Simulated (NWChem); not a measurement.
# UCCSD(T)/cc-pVTZ run of CF (SMILES [C]F)

Aim: the vertical doublet–quartet gap of CF at UCCSD(T)/cc-pVTZ, from 2 runs. 

The calculation is run with NWChem 7.3.0.

2 further runs of the same task are left out: 2 set aside as unsound or not needed.

### Step 1. The structure to begin with

The species is CF (2 atoms), meant as a doublet with charge 0. As SMILES, `[C]F`. The coordinates come from a PBE0-D4/def2-TZVP relaxation.

Bond lengths: C1–F2 1.268 Å.

### Step 2. A single-point energy at UCCSD(T)/cc-pVTZ

File cf.xyz:

```xyz
2
CF energy
C      0.000000     0.000000     0.003080
F      0.000000     0.000000     1.271320
```

File run.py:

```python
from ase.io import read
from ase.calculators.nwchem import NWChem

atoms = read('cf.xyz')

calc = NWChem(
    label='cf',
    theory='tce',
    memory='2200 mb',
    basis='cc-pVTZ',
    basispar='spherical bse',
    scf={'nopen': '1', 'uhf': None, 'thresh': '1e-08', 'maxiter': '80'},
    tce={'scf': None, 'ccsd(t)': None, 'freeze': 'core 2', 'maxiter': '60'},
    task='energy',
)
atoms.calc = calc

e = atoms.get_potential_energy()
print(f"E = {e:.6f} eV")
```

Command:

```
$ export ASE_NWCHEM_COMMAND="nwchem PREFIX.nwi > PREFIX.nwo"
$ python run.py
```

Standard output:

```text
E = -3744.408572 eV
```

The calculator wrote cf.nwi:

```
title "cf"

permanent_dir cf

scratch_dir cf

start cf

geometry units angstrom nocenter noautosym noautoz
  C  0.0000000000000000e+00 0.0000000000000000e+00 3.0799999999999998e-03
  F  0.0000000000000000e+00 0.0000000000000000e+00 1.2713200000000000e+00
end

memory 2200 mb

basis spherical bse noprint
   * library cc-pVTZ
end

scf
  nopen 1
  uhf
  thresh 1e-08
  maxiter 80
end
tce
  scf
  ccsd(t)
  freeze core 2
  maxiter 60
end

task tce energy
```

cf.nwo (excerpt; [...] marks lines left out):

```text
[...]
  functions       =    60
[...]
  wavefunction    = UHF
[...]
         Total SCF energy =   -137.225043204967
      One electron energy =   -234.161014635672
      Two electron energy =     74.404296474874
 Nuclear repulsion energy =     22.531674955831
                       Sz =      0.5000
                 Sz(Sz+1) =      0.7500
                      S^2 =      0.7619
[...]
         Wavefunction type : Unrestricted Hartree-Fock
          No. of electrons :    15
[...]
         Spin multiplicity : doublet
[...]
 CCSD total energy / hartree       =      -137.591524556043424
[...]
 CCSD[T] total energy / hartree       =      -137.605758946710779
[...]
 CCSD(T) total energy / hartree       =      -137.604478107650095
[...]
```

Wall time 65 s (1 thread of Intel Xeon at 2.50GHz (Skylake/Cascade Lake), shared host); peak memory 0.46 GiB.

### Step 3. The quartet at the same level

File sp.nw:

```
start sp
title "CF"
memory stack 880 mb heap 220 mb global 1100 mb
geometry noautosym nocenter noautoz
 C      0.000000     0.000000     0.003080
 F      0.000000     0.000000     1.271320
end
basis spherical bse
 * library cc-pVTZ
end
scf
 nopen 3
 uhf
 thresh 1e-08
 maxiter 80
end
tce
 scf
 ccsd(t)
 freeze core 2
 maxiter 60
end
task tce
```

Command:

```
$ nwchem sp.nw > sp.out
```

Standard output (excerpt; [...] marks lines left out):

```text
[...]
  functions       =    60
[...]
  wavefunction    = UHF
[...]
         Total SCF energy =   -137.140891215520
      One electron energy =   -234.394469045151
      Two electron energy =     74.721902873800
 Nuclear repulsion energy =     22.531674955831
                       Sz =      1.5000
                 Sz(Sz+1) =      3.7500
                      S^2 =      3.7560
[...]
         Wavefunction type : Unrestricted Hartree-Fock
          No. of electrons :    15
[...]
         Spin multiplicity : quartet
[...]
 CCSD total energy / hartree       =      -137.462833826243155
[...]
 CCSD[T] total energy / hartree       =      -137.473136480886751
[...]
 CCSD(T) total energy / hartree       =      -137.472333850600307
[...]
```

Run time: 69 s. Hardware: 1 thread of Intel Xeon at 2.50GHz (Skylake/Cascade Lake), shared host; peak memory 0.47 GiB.

### Step 4. Summary of results

At UCCSD(T)/cc-pVTZ, 2 core orbitals frozen:

| quantity | value |
| --- | --- |
| doublet: total energy | -137.60448 Eh |
| doublet: HOMO energy (Hartree–Fock orbitals) (highest over α and β) | -10.78 eV |
| doublet: LUMO energy (Hartree–Fock orbitals) (lowest over α and β) | 1.98 eV |
| doublet: correlation energy (2 core orbitals frozen) | -379.4 mEh |
| doublet: (T) correction | -12.95 mEh |
| doublet: ⟨S²⟩ of the reference determinant | 0.762 |
| quartet: total energy | -137.47233 Eh |
| quartet: HOMO energy (Hartree–Fock orbitals) (highest over α and β) | -11.51 eV |
| quartet: LUMO energy (Hartree–Fock orbitals) (lowest over α and β) | 0.10 eV |
| quartet: correlation energy (2 core orbitals frozen) | -331.4 mEh |
| quartet: (T) correction | -9.50 mEh |
| quartet: ⟨S²⟩ of the reference determinant | 3.756 |
| vertical energy of the quartet above the doublet | 3.596 eV |

What this shows: At this shape the quartet lies 3.60 eV (347 kJ/mol) above the doublet. The triples (doublet) make up 3.4 % of the correlation energy. The triples (quartet) make up 2.9 % of the correlation energy.
